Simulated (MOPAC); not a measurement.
MOPAC input (PM7):

```
PM7 PRECISE GNORM=0.05 LET XYZ GEO-OK AUX(PRECISION=9) THREADS=1
C2H7N

C    -0.01831353 1   -0.22571553 1    1.21152738 1
N    -0.01645639 1    0.58055635 1    0.00241189 1
C    -0.04281511 1   -0.21633908 1   -1.21261938 1
H     0.79457957 1   -0.96984525 1    1.25371388 1
H     0.06101238 1    0.42028397 1    2.08676885 1
H    -0.96384423 1   -0.76890494 1    1.28362309 1
H     0.79201558 1    1.18956731 1   -0.00340397 1
H     0.76900106 1   -0.96005667 1   -1.27698220 1
H     0.01885451 1    0.43641726 1   -2.08426242 1
H    -0.98965234 1   -0.75902850 1   -1.26978846 1
```

Problem. What heat of formation does the run end on?

Solution. -4.25 kcal/mol.
